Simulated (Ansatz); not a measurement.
Trigonal Se, treated with LDA (Ansatz, a program for electronic structure, PAW).

Numerical settings: plane-wave cutoff 520 eV, 12×12×8 k mesh (along the axes of the cell as run), Fermi–Dirac smearing 0.01 eV, scalar-relativistic PAW data made under PBE.

Properties against volume:

Shape and atoms are relaxed at each volume.

| V (Å³/atom) | P (GPa) | direct gap at Γ (eV) | smallest gap on the k mesh (eV) | c (Å) |
|---|---|---|---|---|
| 22.095 | 1.58 | 2.137 | 0.164 | 5.126 |
| 22.555 | 0.74 | 2.075 | 0.223 | 5.123 |
| 23.016 | 0.00 | 2.027 | 0.284 | 5.120 |
| 23.476 | -0.60 | 1.993 | 0.350 | 5.114 |
| 23.936 | -1.09 | 1.967 | 0.415 | 5.109 |

The fundamental gap (0.24 eV at the equilibrium volume, with added k points) lies elsewhere than Γ–Γ.

Note: the bulk modulus comes from volumes at which shape and atoms were relaxed.

Spin–orbit coupling is not included.
